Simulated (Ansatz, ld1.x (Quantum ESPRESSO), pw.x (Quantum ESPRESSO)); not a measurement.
## pw.x on bcc Ta: one setting changed

Potential: norm-conserving Troullier–Martins (Kleinman–Bylander form), ld1.x (Quantum ESPRESSO) 7.5, PBE; core [Xe] 4f14, reference 5d3 6s2 6p0; waves: 6p (bound, empty): rc 2.88 bohr; 5d (bound): rc 2.45 bohr; 6s (bound): rc 2.10 bohr; local part: the s channel; core correction: a·sin(br)/r model core, default radius (core density twice the valence density).

The reference run (k-mesh 14³, cutoffs 60/240 Ry, Fermi–Dirac 0.01 Ry, mixing_beta 0.4, conv_thr 1e-9, no spin) gives 2.65 GPa at 18.192 Å³/atom, where all-electron LAPW gives 1.22 GPa. This run, with its own iteration cap, changes k-mesh shift to 1.

```
&control
  calculation='scf', prefix='x', pseudo_dir='./', outdir='./tmp', tstress=.true., disk_io='none'
/
&system
  ibrav=0, nat=1, ntyp=1, ecutwfc=60, ecutrho=240, nbnd=9,
  occupations='smearing', smearing='fd', degauss=0.01
/
&electrons
  conv_thr=1e-09, mixing_beta=0.4, electron_maxstep=60
/
ATOMIC_SPECIES
Ta 1.0 Ta.UPF
CELL_PARAMETERS angstrom
  -1.65681297 1.65681297 1.65681297
  1.65681297 -1.65681297 1.65681297
  1.65681297 1.65681297 -1.65681297
ATOMIC_POSITIONS crystal
Ta 0.0000 0.0000 0.0000
K_POINTS automatic
14 14 14 1 1 1
```

```bash
pw.x < Ta.scf.in > Ta.scf.out
```

How does the run end?

It converges in 9 iterations; the free energy moves by +2.6 meV/atom and the pressure by +0.21 GPa.

```
Message from routine setup:
     using ibrav=0 with symmetry is DISCOURAGED, use correct ibrav instead
     lattice parameter (alat)  =       5.4229  a.u.
     unit-cell volume          =     122.7657 (a.u.)^3
     number of electrons       =         5.00
     number of Kohn-Sham states=            9
     kinetic-energy cutoff     =      60.0000  Ry
     charge density cutoff     =     240.0000  Ry
     scf convergence threshold =      1.0E-09
     Exchange-correlation= PBE
     number of k points=   100  Fermi-Dirac smearing, width (Ry)=  0.0100
     iteration #  1     ecut=    60.00 Ry     beta= 0.40
     total energy              =     -16.76749230 Ry
     estimated scf accuracy    <       0.02525944 Ry
     iteration #  2     ecut=    60.00 Ry     beta= 0.40
     total energy              =     -16.76573762 Ry
     estimated scf accuracy    <       0.00510269 Ry
     iteration #  3     ecut=    60.00 Ry     beta= 0.40
     total energy              =     -16.76664030 Ry
     estimated scf accuracy    <       0.00008256 Ry
     iteration #  4     ecut=    60.00 Ry     beta= 0.40
     total energy              =     -16.76664017 Ry
     estimated scf accuracy    <       0.00004735 Ry
     iteration #  5     ecut=    60.00 Ry     beta= 0.40
     total energy              =     -16.76664871 Ry
     estimated scf accuracy    <       0.00000148 Ry
     iteration #  6     ecut=    60.00 Ry     beta= 0.40
     total energy              =     -16.76664908 Ry
     estimated scf accuracy    <       0.00000004 Ry
     iteration #  7     ecut=    60.00 Ry     beta= 0.40
     total energy              =     -16.76664907 Ry
     estimated scf accuracy    <       0.00000002 Ry
     iteration #  8     ecut=    60.00 Ry     beta= 0.40
     total energy              =     -16.76664908 Ry
     estimated scf accuracy    <          1.0E-08 Ry
     iteration #  9     ecut=    60.00 Ry     beta= 0.40
     the Fermi energy is    11.8208 ev
!    total energy              =     -16.76664908 Ry
     estimated scf accuracy    <          8.7E-11 Ry
     smearing contrib. (-TS)   =      -0.00603945 Ry
     The total energy is F=E-TS. E is the sum of the following terms:
     one-electron contribution =       8.29414184 Ry
     hartree contribution      =       0.04525629 Ry
     xc contribution           =     -10.57061125 Ry
     ewald contribution        =     -14.52939651 Ry
     convergence has been achieved in   9 iterations
          total   stress  (Ry/bohr**3)                   (kbar)     P=       28.60
     Message from routine punch:
     Nothing written, as per user request (disk_io='none')
```

The run took about 13 s on one core of a shared host (Neoverse-V1, 32 threads, 247 GiB, load 21).
